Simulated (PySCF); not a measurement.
## Chlorine: a sound run and one with changed settings

Sound run: Cl [Ne] 3s2 3p5, Cl⁺ [Ne] 3s2 3p4. Calculation: PySCF 2.14, in cc-pV(T+d)Z; the non-relativistic Hamiltonian (point nucleus). In the sound run the correlated levels freeze [Ne]. The sound run starts from symmetry-adapted Hartree-Fock orbitals and uses a fine grid where one is needed.

Changed run: scalar relativity by spin-free X2C-1e. This setting is unsound on purpose.

```csv
species,method,sound run (hartree),changed run (hartree),converged
Cl,UHF,-459.48556,-460.72814,yes
Cl,M06-L,-460.14668,-461.38879,yes
Cl,PBE0,-460.00525,-461.24671,yes
Cl,MP2,-459.64410,-460.88678,yes
Cl,CCSD(T),-459.67356,-460.91617,yes
Cl⁺,UHF,-459.05290,-460.29606,yes
Cl⁺,M06-L,-459.67339,-460.91593,yes
Cl⁺,PBE0,-459.52914,-460.77121,yes
Cl⁺,MP2,-459.17687,-460.42006,yes
Cl⁺,CCSD(T),-459.20642,-460.44950,yes
```

Ionisation energy of Cl:

| method | sound run (eV) | changed run (eV) |
| --- | --- | --- |
| UHF | 11.773 | 11.758 |
| M06-L | 12.879 | 12.867 |
| PBE0 | 12.955 | 12.939 |
| MP2 | 12.714 | 12.700 |
| SCS-MP2 | 12.712 | 12.698 |
| CCSD | 12.674 | 12.661 |
| CCSD(T) | 12.712 | 12.699 |

Most of the change in total energy is the relativistic energy itself. On top of that the contraction fixes the core shape for the Hamiltonian it was made with, so the changed run is not a good calculation with the other Hamiltonian either.

For comparison, NIST gives 12.968 eV between the lowest levels.
